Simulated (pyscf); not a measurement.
## Four-centre exchange: `[SbH3]` + `[InH3]` → `[InH2][SbH2]` + `[H][H]`

Gas phase, singlet surface, charge 0. Bonds broken: Sb1–H2, In5–H6. Bonds formed: Sb1–In5, H2–H6. Optimised with ωB97X-D3(BJ)/def2-SVP in PySCF.

Transition state (Å):

```xyz
8

Sb     1.4952    -0.6623    -0.2583
H      0.2341     0.7742     0.4811
H      1.4887    -1.9271     0.8931
H      0.2955    -1.4372    -1.1919
In    -0.7357    -0.2721     1.7973
H     -0.5769     1.4382     1.0050
H      0.1566    -0.2047     3.2410
H     -2.0620    -1.0643     1.1003
```

One imaginary mode, 1369i cm⁻¹; descent along it reached the two sides named, in the forms told below.

```csv
bond,change,reactant side (Å),saddle,product side
Sb1–H2,breaks,1.722,2.050,3.6
In5–H6,breaks,1.732,1.892,2.7
Sb1–In5,forms,3.5,3.1,2.7
H2–H6,forms,2.7,1.172,0.763
```

Electronic energies relative to the separated reactants (eV):

| level | barrier | reaction energy | reverse barrier |
|---|---|---|---|
| ωB97X-D3(BJ)/def2-TZVP | 0.66 | -0.98 | 1.65 |
| PBE/def2-TZVP | 0.53 | -0.72 | 1.26 |
| r²SCAN/def2-TZVP | 0.57 | -0.74 | 1.31 |
| B3LYP-D3(BJ)/def2-TZVP | 0.74 | -0.72 | 1.46 |
| PBE0-D3(BJ)/def2-TZVP | 0.59 | -0.74 | 1.34 |
| M06-2X/def2-TZVP | 0.77 | -0.77 | 1.53 |
| ωB97M-D3(BJ)/def2-TZVP | 0.92 | -0.61 | 1.54 |
| HF/def2-TZVP | 1.68 | -0.48 | 2.16 |

With ωB97M-D3(BJ)/def2-TZVP energies and thermal terms (ideal gas, 1 atm, RRHO with modes under 100 cm⁻¹ raised to 100, one conformer, R ln 2 for chiral ones without a mode under 150 cm⁻¹), in eV:

```
T (K)   ΔH‡   ΔG‡     ΔH     ΔG
-----  ----  ----  -----  -----
298    0.93  1.31  -0.60  -0.58
600    0.95  1.69  -0.54  -0.59
900    0.98  2.06  -0.51  -0.62
1200   1.01  2.42  -0.49  -0.66
```

On the reactant side the descent ends in a complex, 0.30 eV under the separated species and 0.96 eV under the saddle at ωB97X-D3(BJ)/def2-TZVP. At the saddle there is also a short H–In contact that neither side keeps. This is the saddle that the search found; another between the same sides may lie lower. Elements past Kr carry the def2 core potentials, without spin-orbit coupling.
